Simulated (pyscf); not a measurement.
Four-centre exchange: [H₃C–NH–Zn]• + H₂ → H₃C–NH₂ + ZnH•

Gas phase, doublet surface, charge 0. Bonds broken: Zn2–N3, H7–H9. Bonds formed: Zn2–H9, N3–H7. PySCF, gas phase, ωB97X-D3(BJ)/def2-SVP geometries.

Transition state (Å):

```xyz
9

C      0.9727    -0.1595    -0.1074
Zn    -1.5529     1.3741    -0.6879
N      0.4043     1.1756    -0.1875
H      0.2706    -0.8220     0.4312
H      1.9268    -0.1797     0.4497
H      1.1560    -0.6179    -1.0981
H     -0.4200     1.5193     0.9014
H      1.0881     1.8504    -0.5339
H     -1.3135     1.6430     1.3027
```

One imaginary mode, 1348i cm⁻¹; descent along it reached the two sides named, in the forms told below.

| bond | change | reactant side (Å) | saddle | product side |
|---|---|---|---|---|
| Zn2–N3 | breaks | 1.875 | 2.030 | 2.234 |
| H7–H9 | breaks | 0.766 | 0.987 | 3.1 |
| Zn2–H9 | forms | 3.9 | 2.023 | 1.635 |
| N3–H7 | forms | 2.467 | 1.408 | 1.021 |

Electronic energies relative to the separated reactants (eV):

```csv
level,barrier,reaction energy,reverse barrier
ωB97X-D3(BJ)/def2-TZVP,0.78,-0.13,0.91
PBE/def2-TZVP,0.59,-0.12,0.71
r²SCAN/def2-TZVP,0.63,-0.09,0.72
B3LYP-D3(BJ)/def2-TZVP,0.72,-0.14,0.86
PBE0-D3(BJ)/def2-TZVP,0.62,-0.18,0.81
M06-2X/def2-TZVP,0.75,-0.06,0.81
ωB97M-D3(BJ)/def2-TZVP,0.76,-0.22,0.98
HF/def2-TZVP,1.19,-0.41,1.60
```

With ωB97M-D3(BJ)/def2-TZVP energies and thermal terms (ideal gas, 1 atm, RRHO with modes under 100 cm⁻¹ raised to 100, one conformer, R ln 2 for chiral ones without a mode under 150 cm⁻¹), in eV:

```tsv
T (K)	ΔH‡	ΔG‡	ΔH	ΔG
298	0.77	1.14	-0.12	-0.17
600	0.74	1.52	-0.16	-0.20
900	0.73	1.91	-0.19	-0.21
1200	0.74	2.31	-0.20	-0.21
```

On the product side the descent ends in an adduct with a N–Zn contact, 0.56 eV under the separated species and 1.46 eV under the saddle at ωB97X-D3(BJ)/def2-TZVP. What is counted as broken (N–Zn) persists as a longer contact in the product adduct; parting that adduct is a step of its own. At the saddle there is also a short H–Zn contact that neither side keeps. This is the saddle that the search found; another between the same sides may lie lower. Elements up to Kr have no core potential and no relativistic terms here.
